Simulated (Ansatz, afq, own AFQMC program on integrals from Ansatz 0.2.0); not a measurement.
## CH$_{4}$Si, triplet in cc-pVTZ, levels against AFQMC with the constraint released

```yaml
atoms:
  - { symbol: C, position_ang: [-1.8557, 0.0000, 0.0000] }
  - { symbol: H, position_ang: [-2.2189, 1.0273, 0.0000] }
  - { symbol: H, position_ang: [-2.2189, -0.5137, 0.8897] }
  - { symbol: H, position_ang: [-2.2189, -0.5137, -0.8897] }
  - { symbol: H, position_ang: [-0.4977, 0.0000, 0.0000] }
  - { symbol: Si, position_ang: [1.0503, 0.0000, 0.0000] }
```

Connectivity, by distances: CH3 ··· Si, 1 bridging H.

Basis cc-pVTZ. Noble-gas cores (and the filled d shells of Ga–Kr and In–Xe) are frozen. AFQMC by an in-house program on the Cholesky factors that Ansatz 0.2.0 writes for its CCSD(T) run. ph-AFQMC/CISD is guided by a CISD state made of CCSD amplitudes; releasing the constraint for a short imaginary time cuts its bias at the price of noise, slowly where states lie close. Error bars are statistical, one sigma.

Determinant: UHF, the one that the program's search chose, which needn't be the lowest solution. The geometry is a point of a scan.

No full CI on the walks' own integrals is used here. The released AFQMC energy serves as the reference, which it does only where one determinant dominates, the energy is flat over the last release times and near the phaseless one (40 meV or 2 meV an electron, half that with transition metals). On small molecules, where full CI could be run and the noise was under 10 meV, such values lay within 10 meV of it in 19 cases of 20, a flattering rate, since the rule was set on those same cases; what remains of the bias isn't in the error bar.

Cautions: lower spins were not checked; the ph-AFQMC/CISD walk drifts between its halves (2.0 errors); the released value is read at 2.40 1/Eh (meV from the phaseless value at times in 1/Eh: -5 ± 6 at 0.24, -15 ± 5 at 0.51, -23 ± 5 at 0.99, -23 ± 7 at 1.62, -12 ± 9 at 2.40).

* T1 diagnostic: 0.0198
* weight of the determinant in the CISD state: 0.853
* ⟨S²⟩ of the determinant: 2.029
* size of the correlated space: 12 electrons in 114 orbitals

Reference: AFQMC with the constraint released, correlation energy -8.728 ± 0.009 eV.

| level | E − E(reference) (kcal/mol) | share of correlation (%) |
| --- | --- | --- |
| HF | 201.26 ± 0.20 | 0.00 |
| MP2 | 31.93 ± 0.20 | 84.14 |
| CCSD | 8.64 ± 0.20 | 95.71 |
| CCSD(T) | 0.86 ± 0.20 | 99.57 |
| ph-AFQMC/CISD | 0.28 ± 0.24 | 99.86 |

A walk keeps the symmetry of its determinant, which the program's search chose and which needn't be the lowest solution, so a lower state of the same spin and another symmetry isn't excluded. Released energies are given only where the last usable release times agree within the noise; a slower fall can still hide under it.
